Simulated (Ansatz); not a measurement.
## Lithium, bcc: convergence with the plane-wave cutoff

Computed with Ansatz, PBE, scalar-relativistic PAW, on the relaxed cell (a = 3.431 Å; spin not included). Errors count from a run at 420 eV on a Γ-centred 21×21×21 mesh with Fermi-Dirac smearing of 0.1 eV, extrapolated to zero width. Fixed here: mesh 13×13×13, Fermi-Dirac width 0.1 eV. The pressure holds a Pulay correction and is unreliable far below the recommended cutoff. The SCF starts from atomic densities corrected by a trained network.

```
cutoff (eV)  E(σ→0) error (meV/atom)  P (GPa)  SCF iterations
        150                   1549.1     0.66               6
        200                    265.3     0.19               6
        250                     34.2     0.02               6
        300                      2.4     0.05               6
        350                     -0.9     0.04               6
        420                     -1.1     0.04               6
        600                     -1.2     0.04               6
        800                     -1.4     0.04               6
```

Q: What does the run at 500 give (cutoff)?

A: E(σ→0) error (meV/atom): -1.1; P (GPa): 0.04; SCF iterations: 6.

Within 5 meV/atom of the last row: from 300 eV on.
